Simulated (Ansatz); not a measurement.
Basis-set series for C2H4FNO (`N/C(O)=C\F`). Total charge 0; spin multiplicity 1. The structure was optimised at the PBE0-D4/def2-TZVP level. It is one conformer, not always the lowest.

```
functional       basis  functions  energy (Eh)  HOMO (eV)  LUMO (eV)
   PBE0-D4  def2-TZVPP        211   -308.21398      -6.11       0.88
   PBE0-D4  def2-QZVPP        405   -308.23107      -6.17       0.41
   ωB97M-V  def2-TZVPP        211   -308.44158      -8.35       2.28
   ωB97M-V  def2-QZVPP        405   -308.45790      -8.42       1.56
```

Q: Give the rows for def2-SVP. (Estimate.)

A: Ansatz gave: 
```
functional     basis  functions  energy (Eh)  HOMO (eV)  LUMO (eV)
   PBE0-D4  def2-SVP         90   -307.84793      -5.89       1.55
   ωB97M-V  def2-SVP         90   -308.06493      -8.12       3.34
```

Positive LUMOs are unbound and depend on the basis.
